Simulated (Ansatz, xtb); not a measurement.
## Two structures of H3NSi2

We compare X, a singlet given by its coordinates, with Y, `[Si]=N[SiH3]`, a singlet. Both are isolated molecules in the gas phase, relaxed with B3LYP-D3(BJ)/def2-SVP.

X (Å):

```
atom    x (Å)    y (Å)    z (Å)
   N  -0.3009   0.1286  -0.7334
  Si   0.3924  -1.2070  -1.6569
  Si  -1.4046  -0.1553   0.6152
   H   1.2019  -0.3068  -2.6108
   H  -1.6074   1.3374   0.9413
   H  -0.0576   1.0881  -0.9851
```

Close contacts (Å): N1–Si2 1.77, N1–Si3 1.77, N1–H6 1.02, Si2–H4 1.54, Si3–H5 1.54.

Y (Å):

```csv
atom,x (Å),y (Å),z (Å)
N,0.8134,0.1018,-1.5499
Si,0.3069,1.1042,-0.4437
Si,1.3715,-0.9953,-2.7617
H,1.9150,-2.2384,-2.1374
H,2.4539,-0.3712,-3.5797
H,0.2568,-1.3810,-3.6776
```

Estimate which is lower in electronic energy at CCSD(T)/def2-TZVPP, and by roughly how much.

The CCSD(T)/def2-TZVPP calculation puts structure Y lower, by 152.8 kJ/mol.

The same difference at several levels:

```tsv
level	geometry	E(Y) − E(X) (kJ/mol)	departure from the last row (kJ/mol)	job, with rough time for the two
B3LYP-D3(BJ)/def2-SVP	B3LYP-D3(BJ)/def2-SVP	−141.5	+11.4	optimisation, 43 s
HF/def2-TZVPP	B3LYP-D3(BJ)/def2-SVP	−150.8	+2.1	part of the CCSD(T) run
MP2/def2-TZVPP	B3LYP-D3(BJ)/def2-SVP	−175.7	−22.9	part of the CCSD(T) run
CCSD(T)/def2-TZVPP	B3LYP-D3(BJ)/def2-SVP	−152.8		single point, 85 s
```

The levels shown agree on the order. The largest departure from CCSD(T)/def2-TZVPP is that of MP2/def2-TZVPP, 22.9 kJ/mol. Levels run at GFN2-xTB geometries aren't shown.

With harmonic frequencies from B3LYP-D3(BJ)/def2-SVP (ideal gas, rigid rotor, one conformer each, 298.15 K, 1 atm): on the last row, ΔE + ΔZPE = −154.0, ΔH = −154.4, ΔG = −152.4 kJ/mol.

The correlated steps freeze 11 core orbitals. Programs: Ansatz 0.2.0; the last row on 1 thread of AMD EPYC (Zen 3) on a shared host.
